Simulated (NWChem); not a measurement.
# [BH2F2]− (SMILES F[BH2-]F) at r2SCAN-L/6-311G(d,p)

What is the energy difference between two shapes of [BH2F2]− at r2SCAN-L/6-311G**? 

Program for the calculation: NWChem 7.3.0.

3 further runs of the same task are left out: 3 set aside as unsound or not needed.

## (1) Starting point

[BH2F2]− has 5 atoms, charge -1, and is taken as a singlet. As SMILES, `F[BH2-]F`. Geometry: relaxed at GFN2-xTB.

Bond lengths: F1–B2 1.425 Å, B2–F3 1.425 Å, B2–H4 1.225 Å, B2–H5 1.225 Å. Angles: F1–B2–F3 107.4°, F1–B2–H4 109.1°, F1–B2–H5 109.1°, F3–B2–H4 109.1°, F3–B2–H5 109.1°, H4–B2–H5 113.0°.

## (2) Energy and forces at r2SCAN-L/6-311G(d,p)

File bf2h2.nw:

```
START bf2h2
TITLE "BF2H2 r2SCAN-L"
memory stack 880 mb heap 220 mb global 1100 mb
charge -1
GEOMETRY units angstrom
 zmatrix
   F
   B 1 r2
   F 2 r3 1 a3
   H 2 r4 3 a4 1 d4
   H 2 r5 4 a5 1 d5
 variables
   r2 1.425008
   r3 1.424923
   a3 107.42003
   r4 1.225472
   a4 109.02024
   d4 -117.97896
   r5 1.22496
   a5 113.00632
   d5 -121.49617
 end
END
BASIS spherical bse
 * library 6-311G**
END
DFT
 xc r2scanl
 grid fine
 mulliken
 print medium
END
TASK dft gradient
```

Started as:

```bash
nwchem bf2h2.nw > bf2h2.out
```

The log of the run:

```text
[...]
 Group name             C2v
[...]
          Wavefunction type:  closed shell.
          No. of atoms     :     5
          No. of electrons :    26
[...]
          Charge           :    -1
          Spin multiplicity:     1
[...]
          AO basis - number of functions:    66
[...]
              XC Information
              --------------
                    r^2SCAN-L Method XC Functional
             r^2SCAN-L metaGGA Exchange Functional  1.000
                   r^2SCAN-L Correlation Potential  1.000
[...]
 d= 0,ls=0.0,diis     1   -225.8228812565 -2.91D+02  1.62D-02  1.70D+00     0.2
[...]
 d= 0,ls=0.0,diis     7   -225.9249602696 -4.96D-07  3.17D-06  1.72D-08     1.0
         Total DFT energy =     -225.924960269634
      One electron energy =     -450.970570580940
           Coulomb energy =      185.681453375615
    Exchange-Corr. energy =      -26.109213823187
 Nuclear repulsion energy =       65.473370758878
[...]
      Total Density - Mulliken Population Analysis
     ---------------------------------------------
    Atom       Charge   Shell Charges
 -----------   ------   -------------------------------------------------------
    1 F    9     9.39   1.08  0.92  1.19  1.08  2.34  0.84  1.94  0.00
    2 B    5     4.49   1.13  0.86  0.46  0.63  0.97  0.03  0.22  0.19
    3 F    9     9.39   1.08  0.92  1.19  1.08  2.34  0.84  1.94  0.00
    4 H    1     1.36   0.26  0.59  0.50  0.01
    5 H    1     1.36   0.26  0.59  0.50  0.01
[...]
  wavefunction    = closed shell
[...]
                         DFT ENERGY GRADIENTS
    atom               coordinates                        gradient
                 x          y          z           x          y          z
   1 F       2.170478   0.000000   0.548486   -0.011472   0.000000  -0.006595
   2 B       0.000000   0.000000  -1.045305    0.000000   0.000000  -0.001602
   3 F      -2.170478   0.000000   0.548486    0.011472   0.000000  -0.006595
   4 H       0.000000   1.930783  -2.323108    0.000000  -0.006509   0.007396
   5 H       0.000000  -1.930783  -2.323108   -0.000000   0.006509   0.007396
[...]
```

Run time: 2.1 s. Hardware: 1 thread of AMD EPYC 9R45 (Zen 5), shared host; peak memory 0.11 GiB.

## (3) The distorted shape, same level

File bf2h2.nw:

```
start bf2h2
title "BF2H2 gradient"
memory 2200 mb
charge -1

geometry units angstroms
  zmatrix
    F
    B 1 r2
    F 2 r3 1 a3
    H 2 r4 1 a4 3 d4
    H 2 r5 4 a5 1 d5
  variables
    r2 1.328777
    r3 1.494849
    a3 108.18947
    r4 1.249185
    a4 114.07359
    d4 116.93201
    r5 1.271608
    a5 110.51943
    d5 -126.40401
  end
end

basis spherical bse
  F library 6-311G**
  B library 6-311G**
  H library 6-311G**
end

dft
  xc r2scanl
  grid fine
  mulliken
end

task dft gradient
```

Started as:

```bash
nwchem bf2h2.nw > bf2h2.out
```

The log of the run:

```text
[...]
          Wavefunction type:  closed shell.
          No. of atoms     :     5
          No. of electrons :    26
[...]
          Charge           :    -1
          Spin multiplicity:     1
[...]
          AO basis - number of functions:    66
[...]
              XC Information
              --------------
                    r^2SCAN-L Method XC Functional
             r^2SCAN-L metaGGA Exchange Functional  1.000
                   r^2SCAN-L Correlation Potential  1.000
[...]
 d= 0,ls=0.0,diis     1   -225.8127370654 -2.92D+02  1.68D-02  1.73D+00     0.5
[...]
 d= 0,ls=0.0,diis     9   -225.9188514610 -3.10D-07  3.17D-06  2.94D-08     3.5
         Total DFT energy =     -225.918851461041
      One electron energy =     -451.400815001380
           Coulomb energy =      185.820034139372
    Exchange-Corr. energy =      -26.103336723740
 Nuclear repulsion energy =       65.765266124707
[...]
      Total Density - Mulliken Population Analysis
     ---------------------------------------------
    Atom       Charge   Shell Charges
 -----------   ------   -------------------------------------------------------
    1 F    9     9.30   1.08  0.92  1.19  1.08  2.37  0.81  1.84  0.00
    2 B    5     4.51   1.13  0.86  0.46  0.63  0.97  0.04  0.21  0.20
    3 F    9     9.44   1.08  0.92  1.19  1.08  2.32  0.86  2.00  0.00
    4 H    1     1.37   0.25  0.59  0.52  0.01
    5 H    1     1.38   0.25  0.58  0.54  0.01
[...]
  wavefunction    = closed shell
                         DFT ENERGY GRADIENTS
    atom               coordinates                        gradient
                 x          y          z           x          y          z
   1 F       0.585457   2.105942   0.002206   -0.038058  -0.050405  -0.002056
   2 B      -1.010269   0.167161   0.008175    0.033584   0.064482   0.006484
   3 F       0.501418  -2.219154  -0.002283    0.003765  -0.007551   0.000817
   4 H      -2.366070   0.041869   1.936547    0.001609  -0.004851  -0.001398
   5 H      -2.364463   0.141230  -1.976730   -0.000899  -0.001674  -0.003847
[...]
```

Wall time 5.4 s (1 thread of AMD EPYC 9R45 (Zen 5), shared host); peak memory 0.12 GiB.

## (4) Results

Level: r2SCAN-L/6-311G**.

| quantity | value |
| --- | --- |
| first shape: total energy | -225.92496 Eh |
| first shape: HOMO energy | 0.26 eV |
| first shape: LUMO energy | 7.81 eV |
| first shape: HOMO–LUMO gap (to an unbound level, set by the basis) | 7.54 eV |
| first shape: largest force on an atom | 0.680 eV/Å |
| distorted shape: total energy | -225.91885 Eh |
| distorted shape: HOMO energy | 0.36 eV |
| distorted shape: LUMO energy | 7.71 eV |
| distorted shape: HOMO–LUMO gap (to an unbound level, set by the basis) | 7.35 eV |
| distorted shape: largest force on an atom | 3.753 eV/Å |
| energy change with the atoms displaced | 0.166 eV |

**Reading.** With the atoms displaced the energy rises by 0.17 eV (3.8 kcal/mol). The first shape isn't relaxed at this level, so the change isn't measured from a minimum. The largest force (first shape) is 0.68 eV/Å: the shape isn't a stationary point for this species at this level. The HOMO (first shape) lies at positive energy, 0.26 eV, as semi-local functionals often give for anions; only total energies tell whether the electron is bound. Mulliken charges (distorted shape) run from -0.44 on F3 to +0.49 on B2. The HOMO (distorted shape) lies at positive energy, 0.36 eV, as semi-local functionals often give for anions; only total energies tell whether the electron is bound.
